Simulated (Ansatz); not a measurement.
Input file:

```yaml
crystal:
  periodic: [false, false, false]
  atoms:
    - {symbol: B, position_ang: [0.000000, 0.000000, -1.652467]}
    - {symbol: B, position_ang: [0.000000, 0.000000, -0.109467]}
    - {symbol: Si, position_ang: [0.000000, 0.000000, 1.761933]}
basis:
  gaussian: {orbitals: cc-pVDZ}
total_charge: 1
magnetization: {spin_polarized: false, initial_magnetization: 3}
correlation: {method: bccd_t, electrons: outside_noble_gas}
```

```sh
$ ansatz run in.yaml --threads 1 --pin off --events-out ev --progress --plain --max-ram 2393MiB
```

Problem. Roughly how long does this take on 1 thread of Arm Neoverse V1, shared host, and how much host memory?

Solution. 7 s wall and 0.13 GiB.

```
451 factors; integrals over basis functions are off by at most 1.3e-3 eV
mean field evaluation 1: about -9190.0886 eV, gradient 1.4e1 eV
mean field evaluation 2: about -9190.3257 eV, gradient 1.4e1 eV
mean field evaluation 4: about -9192.5138 eV, gradient 4.1e0 eV
mean field evaluation 8: about -9192.7582 eV, gradient 1.2e0 eV
mean field evaluation 16: about -9192.7774 eV, gradient 1.4e-6 eV
mean field evaluation 32: about -9188.2848 eV, gradient 7.0e0 eV
mean field evaluation 64: about -9189.3917 eV, gradient 1.3e-1 eV
mean field evaluation 96: about -9192.7637 eV, gradient 6.5e-1 eV
mean field evaluation 128: about -9192.7411 eV, gradient 6.4e-1 eV
mean field evaluation 160: about -9189.8136 eV, gradient 1.1e1 eV
...
mean field -9192.77741636 eV, -337.8283389629 hartree, gradient 1.8e-6 eV, S^2 3.750000; 11 other end points of the search recorded, 0 dependent functions left out
...
mean field evaluation 640: about -9190.3202 eV, gradient 5.0e0 eV
determinant -9192.77741636 eV, -337.8283389629 hartree, with singles and doubles -9197.78128136 eV, -338.0122276098 hartree
determinant -9190.81462667 eV, -337.7562077723 hartree, with singles and doubles -9195.45343756 eV, -337.9266809282 hartree
determinant -9190.75790142 eV, -337.7541231579 hartree, with singles and doubles -9196.27393044 eV, -337.9568334853 hartree
determinant -9189.54426454 eV, -337.7095228252 hartree, with singles and doubles -9194.82801421 eV, -337.9036970440 hartree
determinant -9189.38888076 eV, -337.7038125763 hartree, with singles and doubles -9195.04267965 eV, -337.9115858532 hartree
7 core orbitals not correlated: weight in the atoms' cores, before any rotation towards them, 1.000 or more for the frozen orbitals, at most 0.000 for the correlated occupied ones
reference -9192.77741636 eV, -337.8283389629 hartree; 6, 3 occupied and 33, 36 virtual orbitals, 451 factors
second order -3.90571588 eV of doubles, -0.04401179 eV of singles
cycle   1  -5.00014518 eV  change    3.7e-3 eV  update   7.2e-3
cycle   2  -4.99870048 eV  change    1.4e-3 eV  update   2.3e-3
cycle   3  -4.99731208 eV  change    1.4e-3 eV  update   1.7e-3
cycle   4  -4.99729363 eV  change    1.8e-5 eV  update   9.3e-4
cycle   5  -4.99760045 eV  change   -3.1e-4 eV  update   4.1e-4
cycle   6  -4.99771707 eV  change   -1.2e-4 eV  update   1.3e-4
cycle   7  -4.99774781 eV  change   -3.1e-5 eV  update   6.9e-5
cycle   8  -4.99775918 eV  change   -1.1e-5 eV  update   2.4e-5
cycle   9  -4.99775456 eV  change    4.6e-6 eV  update   1.1e-5
perturbative correction -0.22742241 eV, -0.0083576195 hartree
Total energy: -9198.00259334 eV, -338.0203606750 hartree
```
